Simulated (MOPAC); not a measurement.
MOPAC input (PM3):

```
PM3 1SCF CHARGE=-1 GEO-OK AUX(PRECISION=9) THREADS=1
C2H5O

C     1.14502538 1   -0.38142530 1    0.14741238 1
C     0.03204805 1    0.65710997 1    0.11064372 1
O    -1.23308689 1   -0.12617052 1   -0.21931843 1
H    -1.79541147 1    0.09447728 1    0.52177410 1
H     0.20752425 1    1.23918759 1   -0.81929277 1
H     2.11943237 1    0.13014009 1    0.16693320 1
H     1.09945895 1   -1.00981192 1    1.05044502 1
H     1.17125044 1   -1.09873694 1   -0.71364874 1
```

What heat of formation does the run end on, and which ionisation energy by Koopmans theorem?

-15.47 kcal/mol; 0.71 eV.
